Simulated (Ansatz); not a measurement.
## Ansatz (development build ahead of 0.2.0) run

```yaml
crystal:
  periodic: [false, false, false]
  atoms:
    - { symbol: O, position_ang: [-0.02176, -0.05914, -0.05321] }
    - { symbol: H, position_ang: [0.67805, 0.33508, 0.46128] }
    - { symbol: O, position_ang: [2.94315, 0.05949, 0.0131] }
    - { symbol: H, position_ang: [3.7666, 0.38553, -0.29769] }
    - { symbol: H, position_ang: [3.16578, -0.72612, 0.47296] }
basis:
  gaussian: { orbitals: def2-SVP }
magnetization:
  spin_polarized: true
  initial_magnetization: 1
hamiltonian:
  xc: pbe0
output:
  forces: true
```

The input is written out in the form of the current development build from the run's settings.

The run gave:

```yaml
Converged: yes
Total_energy: -151.87051 hartree
Spin_squared_of_the_determinant: 0.752
Stability_test: minimum
```

Forces (eV/Å):
```
atom      Fx      Fy      Fz
  O1  -0.939  -0.510  -0.575
  H2   1.093   0.501   0.495
  O3  -1.603   0.740  -0.131
  H4   1.145   0.551  -0.488
  H5   0.304  -1.282   0.698
```

Caution: charge can spread falsely over distant fragments.
